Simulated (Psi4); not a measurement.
# [S3]2− ([S3]2-): levels of theory compared

Aim: a comparison of 3 runs (B3LYP/6-31G*, wB97X/def2-TZVP, ACPF/cc-pVDZ) of [S3]2− ([S3]2-). 

The results are computed with Psi4 1.11.

1 further run of the same task is left out (it didn't finish).

## Step 1: The system as given

[S3]2−: 3 atoms, total charge -2, spin state singlet. Geometry: relaxed at GFN2-xTB.

Bond lengths: S1–S2 2.028 Å, S2–S3 2.028 Å. Angles: S1–S2–S3 112.4°.

## Step 2: Energy and forces at B3LYP/6-31G(d) (Cartesian functions) (run 1)

Input file calc.dat:

```
memory 1.6 GB

molecule {
  -2 1
  S      1.34848967    -0.30063653     2.95581512
  S     -0.76626505     1.19109438     0.12846358
  S     -0.58222462    -0.89043895    -3.08427870
  units bohr
  symmetry c1
}

set {
  basis                6-31G*
  puream               false
  e_convergence        1e-09
  d_convergence        1e-08
  scf_type             pk
  dft_radial_points    99
  dft_spherical_points 590
}

E, wfn = gradient("b3lyp", return_wfn=True)
oeprop(wfn, "MAYER_INDICES", "LOWDIN_CHARGES", "DIPOLE", title="B3LYP")
print_variables()
```

Run with:

```
$ psi4 -i calc.dat -o calc.out -n 1
```

calc.out:

```text
[...]
  Running in c1 symmetry.
[...]
  Nuclear repulsion =  173.783652772933920
[...]
  Multiplicity = 1
[...]
  Nalpha       = 25
  Nbeta        = 25
[...]
    Number of basis functions: 57
[...]
   @RKS iter   1: -1194.26865487539749    2.41101e-02   9.31712e-03 ADIIS/DIIS
[...]
   @RKS iter  10: -1194.48630005928089   -5.00222e-12   8.64002e-09 DIIS
[...]
    Orbital Energies [Eh]
    ---------------------
    Doubly Occupied:
       1A    -88.495486     2A    -88.435242     3A    -88.435235
       4A     -7.555317     5A     -7.496295     6A     -7.496266
       7A     -5.520982     8A     -5.516904     9A     -5.509538
      10A     -5.463113    11A     -5.463103    12A     -5.454256
      13A     -5.454244    14A     -5.453048    15A     -5.453036
      16A     -0.387774    17A     -0.263074    18A     -0.142751
      19A      0.029891    20A      0.052462    21A      0.073006
      22A      0.166154    23A      0.169858    24A      0.177317
      25A      0.232177
[...]
  @RKS Final Energy: -1194.48630005928089
   => Energetics <=
    Nuclear Repulsion Energy =            173.7836527729339196
    One-Electron Energy =               -2017.9035895529507343
    Two-Electron Energy =                 712.1413862681637283
    DFT Exchange-Correlation Energy =     -62.5077495474278635
    Empirical Dispersion Energy =           0.0000000000000000
    VV10 Nonlocal Energy =                  0.0000000000000000
    Total Energy =                      -1194.4863000592808930
[...]
  -Total Gradient:
     Atom            X                  Y                   Z
    ------   -----------------  -----------------  -----------------
       1       -0.025221977764     0.037864853442     0.000000000000
       2        0.042872291614     0.004145880307    -0.000000000000
       3       -0.017647226123    -0.042010445779     0.000000000000
[...]
 Multipole Moments:
 ------------------------------------------------------------------------------------
     Multipole            Electronic (a.u.)      Nuclear  (a.u.)        Total (a.u.)
 ------------------------------------------------------------------------------------
 L = 1.  Multiply by 2.5417464519 to convert [e a0] to [Debye]
 Dipole X            :         -0.6678963           -0.0000000           -0.6678963
 Dipole Y            :         -0.0633512            0.0000000           -0.0633512
 Dipole Z            :          0.0000000            0.0000000            0.0000000
 Magnitude           :                                                    0.6708941
[...]
```

It took 6.3 s on 1 thread of Intel Xeon Platinum 8488C (Sapphire Rapids), shared host; peak memory 0.45 GiB.

## Step 3: The energy at wB97X/def2-TZVP (run 2)

Input file s3.json:

```json
{
  "schema_name": "qcschema_input",
  "schema_version": 1,
  "molecule": {
    "schema_name": "qcschema_molecule",
    "schema_version": 2,
    "symbols": ["S", "S", "S"],
    "geometry": [1.34848967, -0.30063653, 2.95581512, -0.76626505, 1.19109438, 0.12846358, -0.58222462, -0.89043895, -3.0842787],
    "molecular_charge": -2,
    "molecular_multiplicity": 1,
    "fix_symmetry": "c1",
    "fix_com": true,
    "fix_orientation": true
  },
  "driver": "energy",
  "model": {
    "method": "wb97x",
    "basis": "def2-TZVP"
  },
  "keywords": {
    "reference": "rks",
    "puream": true,
    "e_convergence": 1e-09,
    "d_convergence": 1e-08,
    "scf_type": "pk",
    "dft_radial_points": 99,
    "dft_spherical_points": 590
  }
}
```

Run with:

```
$ psi4 --qcschema s3.json -n 1 --memory 1600MB
```

stdout:

```text
[...]
  Running in c1 symmetry.
[...]
  Nuclear repulsion =  173.783652772933891
[...]
  Multiplicity = 1
[...]
  Nalpha       = 25
  Nbeta        = 25
[...]
    Number of basis functions: 111
[...]
   @RKS iter   1: -1194.35335049640321   -3.06166e-01   6.13556e-03 DIIS/ADIIS
[...]
   @RKS iter  12: -1194.52957548011614   -4.32010e-12   4.00810e-09 DIIS
[...]
    Orbital Energies [Eh]
    ---------------------
    Doubly Occupied:
       1A    -88.461988     2A    -88.398651     3A    -88.398641
       4A     -7.645911     5A     -7.586460     6A     -7.586435
       7A     -5.609039     8A     -5.604654     9A     -5.597783
      10A     -5.550155    11A     -5.550147    12A     -5.541647
      13A     -5.541640    14A     -5.540609    15A     -5.540604
      16A     -0.520586    17A     -0.393979    18A     -0.267048
      19A     -0.072493    20A     -0.055693    21A     -0.043467
      22A      0.056339    23A      0.068462    24A      0.074389
      25A      0.132580
[...]
  @RKS Final Energy: -1194.52957548011614
   => Energetics <=
    Nuclear Repulsion Energy =            173.7836527729338911
    One-Electron Energy =               -2018.1198378562394282
    Two-Electron Energy =                 708.7831593760078022
    DFT Exchange-Correlation Energy =     -58.9765497728184585
    Empirical Dispersion Energy =           0.0000000000000000
    VV10 Nonlocal Energy =                  0.0000000000000000
    Total Energy =                      -1194.5295754801163639
[...]
 Multipole Moments:
 ------------------------------------------------------------------------------------
     Multipole            Electronic (a.u.)      Nuclear  (a.u.)        Total (a.u.)
 ------------------------------------------------------------------------------------
 L = 1.  Multiply by 2.5417464519 to convert [e a0] to [Debye]
 Dipole X            :         -0.3268920            0.0000000           -0.3268920
 Dipole Y            :          0.5076752            0.0003024            0.5079776
 Dipole Z            :          0.0545672            0.0000000            0.0545672
 Magnitude           :                                                    0.6065288
[...]
```

The result, in JSON:

```text
{
 "driver": "energy",
 "model": {
  "method": "wb97x",
  "basis": "def2-TZVP"
 },
 "success": true,
 "return_result": -1194.5295754801161,
 "properties": {
  "calcinfo_nbasis": 111,
  "calcinfo_nmo": 111,
  "calcinfo_nalpha": 25,
  "calcinfo_nbeta": 25,
  "calcinfo_natom": 3,
  "nuclear_repulsion_energy": 173.7836527729339,
  "return_energy": -1194.5295754801161,
  "scf_one_electron_energy": -2018.1198378562394,
  "scf_two_electron_energy": 708.7831593760078,
  "scf_xc_energy": -58.97654977281846,
  "scf_dipole_moment": [-0.326891962998677, 0.5079775643240122, 0.054567186337738244],
  "scf_total_energy": -1194.5295754801161,
  "scf_iterations": 12
 }
}
```

Run time: 13 s. Hardware: 1 thread of Intel Xeon Platinum 8488C (Sapphire Rapids), shared host; peak memory 0.75 GiB.

## Step 4: The energy at ACPF/cc-pVDZ (density fitting) (run 3)

Input file calc.dat:

```
memory 1600 MB

molecule {
  -2 1
  S      0.713590    -0.159090     1.564150
  S     -0.405490     0.630300     0.067980
  S     -0.308100    -0.471200    -1.632130
}

set globals {
  basis cc-pVDZ
  freeze_core true
  r_convergence 0.0001
}

energy_value = energy('acpf')
```

Run with:

```
$ psi4 -n 1 calc.dat calc.out
```

calc.out:

```text
[...]
  Running in cs symmetry.
[...]
  Nuclear repulsion =  173.783652897954028
[...]
  Multiplicity = 1
[...]
  Nalpha       = 25
  Nbeta        = 25
[...]
    Number of basis functions: 54
[...]
   @RHF iter   1: -1192.38283965377582   -3.62302e-01   7.77766e-03 DIIS/ADIIS
[...]
   @RHF iter  12: -1192.46035266066474   -6.82121e-13   3.65265e-09 DIIS
[...]
    Orbital Energies [Eh]
    ---------------------
    Doubly Occupied:
       1Ap   -91.560922     2Ap   -91.493068     3Ap   -91.493065
       4Ap    -8.561406     5Ap    -8.493804     6Ap    -8.493778
       7Ap    -6.243958     8Ap    -6.241635     1App   -6.239446
       9Ap    -6.177051    10Ap    -6.177049    11Ap    -6.173033
      12Ap    -6.173032     2App   -6.172640     3App   -6.172639
      13Ap    -0.625262    14Ap    -0.473504    15Ap    -0.324657
      16Ap    -0.074132    17Ap    -0.059600     4App   -0.055036
       5App    0.060296    18Ap     0.078147    19Ap     0.083985
       6App    0.143524
[...]
  @RHF Final Energy: -1192.46035266066474
   => Energetics <=
    Nuclear Repulsion Energy =            173.7836528979540276
    One-Electron Energy =               -2018.2624773467812247
    Two-Electron Energy =                 652.0184717881625147
    Total Energy =                      -1192.4603526606647392
[...]
 Multipole Moments:
 ------------------------------------------------------------------------------------
     Multipole            Electronic (a.u.)      Nuclear  (a.u.)        Total (a.u.)
 ------------------------------------------------------------------------------------
 L = 1.  Multiply by 2.5417464519 to convert [e a0] to [Debye]
 Dipole X            :         -0.6620046            0.0000000           -0.6620046
 Dipole Y            :         -0.0628957            0.0000000           -0.0628957
 Dipole Z            :          0.0000000            0.0000000            0.0000000
 Magnitude           :                                                    0.6649857
[...]
      * SCS-MP2 total energy:                -1192.828150159480
[...]
      * MP2 total energy:                    -1192.841729264840
[...]
```

Run time: 12 s. Hardware: 1 thread of Intel Xeon Platinum 8488C (Sapphire Rapids), shared host; peak memory 0.31 GiB.

## Step 5: Overview of the runs

```tsv
run	level	task	Cartesian functions	energy (Eh)	HOMO energy (eV)	LUMO energy (eV)	HOMO–LUMO gap (eV)	wall time
1	B3LYP/6-31G* (Cartesian functions)	gradient	yes	-1194.486300	6.32	10.07	3.75	6.3 s
2	wB97X/def2-TZVP	energy	no	-1194.529575	3.61	11.98	8.38	13 s
3	ACPF/cc-pVDZ (density fitting)	energy	no	-1192.879173	3.91	14.59	10.69	12 s
```

## Step 6: Summary of results

```
                                                    quantity           value
                                         run 3: total energy  -1192.87917 Eh
                  run 3: HOMO energy (Hartree–Fock orbitals)         3.91 eV
                  run 3: LUMO energy (Hartree–Fock orbitals)        14.59 eV
run 3: HOMO–LUMO gap (to an unbound level, set by the basis)        10.69 eV
         run 3: correlation energy (15 core orbitals frozen)      -418.8 mEh
```

What this shows: Totals of different functionals can't be ranked against each other. In runs 1, 2, 3 the HOMO lies above zero, so the outermost electron may be held by the basis alone. All runs together took 31 s, the longest 13 s.
